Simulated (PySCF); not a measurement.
**Two-photon absorption: `OCC1CC1`, C4H8O**

Cartesian coordinates in Å; atom numbers follow the order of the lines, from 1:
```xyz
13

O     1.068   -2.034   -0.046
C     1.129   -0.652    0.238
C     0.108    0.140   -0.517
C    -1.288    0.235    0.030
C    -0.389    1.433    0.046
H     0.152   -2.308    0.054
H     1.005   -0.464    1.315
H     2.140   -0.338   -0.033
H     0.198    0.082   -1.597
H    -1.493   -0.247    0.979
H    -2.116    0.223   -0.667
H     0.009    1.748    1.004
H    -0.600    2.244   -0.639
```

Method: PySCF, TDDFT CAM-B3LYP/def2-TZVPD excited states, vertical, gas phase. Geometry: PBE0-D3(BJ)/def2-TZVP.

Question: How strongly do the lowest singlets absorb one photon, and two photons of half the energy?

Answer: δ for parallel linear polarisation; σ at the peak of a Lorentzian of half width 0.1 eV, single beam; Ω is circular over linear.
| state | E (eV) | f | photon λ (nm) | δ (au) | σ (GM) | Ω | main |
| --- | --- | --- | --- | --- | --- | --- | --- |
| S1 | 6.88 | 0.010 | 360 | 17.9 | 0.31 | 1.35 | HOMO→LUMO 0.77 |
| S2 | 7.75 | 0.003 | 320 | 17.6 | 0.39 | 1.38 | HOMO→LUMO+1 0.62 |
| S3 | 7.83 | 0.008 | 317 | 32.1 | 0.72 | 1.25 | HOMO−1→LUMO 0.64, HOMO→LUMO+2 0.11 |
| S4 | 7.89 | 0.030 | 314 | 15.1 | 0.34 | 1.38 | HOMO→LUMO+2 0.71, HOMO−1→LUMO 0.14 |
| S5 | 8.02 | 0.007 | 309 | 35.3 | 0.83 | 1.50 | HOMO−2→LUMO 0.37, HOMO→LUMO+3 0.34 |
| S6 | 8.13 | 0.027 | 305 | 3.37 | 0.08 | 1.48 | HOMO−1→LUMO+1 0.58, HOMO−1→LUMO+2 0.22 |

Among these, the strongest one-photon state is S4, the strongest two-photon state S5, with a dipole change of 1.9 D (relaxed, norm of the difference vector).
